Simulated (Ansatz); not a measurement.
in.yaml

```yaml
crystal:
  periodic: [false, false, false]
  atoms:
    - {symbol: Si, position_ang: [0.000090, -0.000062, -0.043737]}
    - {symbol: H, position_ang: [1.415348, 0.014593, 0.409118]}
    - {symbol: H, position_ang: [-0.721058, 1.220018, 0.403029]}
    - {symbol: H, position_ang: [-0.696788, -1.232882, 0.406559]}
basis:
  gaussian: {orbitals: cc-pVTZ, fitting: {mean_field: def2-universal-jkfit}}
total_charge: 1
magnetization: {spin_polarized: false}
correlation: {method: bccd_t, electrons: outside_noble_gas}
```

```sh
$ ansatz run in.yaml --threads 1 --pin off --events-out ev --progress --plain --max-ram 2393MiB
```

Output:

```
182 factors; integrals over basis functions are off by at most 1.2e0 eV
mean field evaluation 1: about -7899.8510 eV, gradient 1.0e1 eV
mean field evaluation 2: about -7900.2646 eV, gradient 2.2e0 eV
mean field evaluation 4: about -7900.2922 eV, gradient 6.0e-2 eV
mean field evaluation 8: about -7900.2644 eV, gradient 2.2e0 eV
mean field -7900.29221538 eV, -290.3303839050 hartree, gradient 5.5e-7 eV, S^2 0.000000; 0 other end points of the search recorded, 0 dependent functions left out
5 core orbitals not correlated: weight in the atoms' cores, before any rotation towards them, 1.000 or more for the frozen orbitals, at most 0.000 for the correlated occupied ones
reference -7900.29221538 eV, -290.3303839050 hartree; 3, 3 occupied and 68, 68 virtual orbitals, 182 factors
second order -2.83592721 eV of doubles, -0.00000000 eV of singles
cycle   1  -3.34648072 eV  change   -5.1e-1 eV  update   5.3e-2
cycle   2  -3.54877477 eV  change   -2.0e-1 eV  update   2.0e-2
cycle   3  -3.55137464 eV  change   -2.6e-3 eV  update   4.2e-3
cycle   4  -3.55016653 eV  change    1.2e-3 eV  update   1.2e-3
cycle   5  -3.54986776 eV  change    3.0e-4 eV  update   3.7e-4
cycle   6  -3.54981452 eV  change    5.3e-5 eV  update   9.6e-5
cycle   7  -3.54984347 eV  change   -2.9e-5 eV  update   2.6e-5
cycle   8  -3.54984935 eV  change   -5.9e-6 eV  update   7.4e-6
perturbative correction -0.07071805 eV, -0.0025988403 hartree
Total energy: -7903.91278278 eV, -290.4634373027 hartree
```

Ran on 1 thread of Arm Neoverse V1, shared host: 0.54 s wall, 0.12 GiB peak host memory.
